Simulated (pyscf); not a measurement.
PySCF, gas phase, ωB97X-D3(BJ)/def2-SVP geometries.

Problem. Estimate by transition-state theory the rate constant of `[F][Mo]([F])([F])([F])([F])[F]` + `[SH2]` -> `[FH]` + `[F][Mo]([F])([F])([F])([F])[SH]` (singlet surface; F–Mo, H–S broken, F–H, Mo–S formed) at 900 K, with ωB97M-D3(BJ)/def2-TZVP energies (ideal gas, 1 atm, RRHO with modes under 100 cm⁻¹ raised to 100, one conformer, R ln 2 for chiral ones without a mode under 150 cm⁻¹; no tunnelling).

Solution. The electronic barrier is 23.2 kcal/mol and the thermal terms add +32.6, so ΔG‡ = 55.8 kcal/mol. With k_BT/h = 1.88e+13 s⁻¹ and RT = 1.788 kcal/mol, and a volume of 1.23e-19 cm³ per molecule at 1 atm, k = 6.3e-20 cm³ molecule⁻¹ s⁻¹. Wigner's tunnelling factor for 805i cm⁻¹ would be 1.07. A shift of 1 kcal/mol in the barrier changes k by a factor 1.7. On the reactant side the descent ends in an adduct with a Mo–S contact, 3.1 kcal/mol over the separated species and 17.8 kcal/mol under the saddle at ωB97X-D3(BJ)/def2-TZVP. What is counted as formed (Mo–S) is already present as a longer contact in the reactant adduct; forming that adduct is a step of its own. At ωB97X-D3(BJ)/def2-TZVP the barrier from the zero used here is 20.9 kcal/mol. This is the saddle that the search found; another between the same sides may lie lower. Elements past Kr carry the def2 core potentials, without spin-orbit coupling.
